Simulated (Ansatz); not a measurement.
Molecule: hydrogen cyanide, CHN, charge 0, multiplicity 1. 
Structure (B3LYP-D3(BJ)/def2-TZVP (Ansatz, an electronic-structure program) minimum search):
SMILES: C#N
```xyz
3

C      0.0000     0.0000    -0.4969
N      0.0000     0.0000     0.6493
H      0.0000     0.0000    -1.5636
```
Charge 0, spin multiplicity 1.

Basis-set convergence of Hartree-Fock and CCSD(T) correlation energies (hartree) with Ansatz. Valence correlation only, unless marked. Spin-orbit coupling is left out. No relativistic terms.

```
basis    functions      E(HF)  E(corr, CCSD(T))
-------  ---------  ---------  ----------------
cc-pVDZ         33  -92.88383          -0.30368
cc-pVTZ         74  -92.90894          -0.36586
cc-pVQZ        140  -92.91529          -0.38578
cc-pV5Z        237  -92.91660          -0.39253
```

Extrapolating the two largest sets (X = 4 and 5) as X^-3: E(corr) = (125·(-0.39253) - 64·(-0.38578))/61 = -0.3996 Eh, an estimate of the basis-set limit. The largest set recovers 98.2 % of it, the smallest 76.0 %.
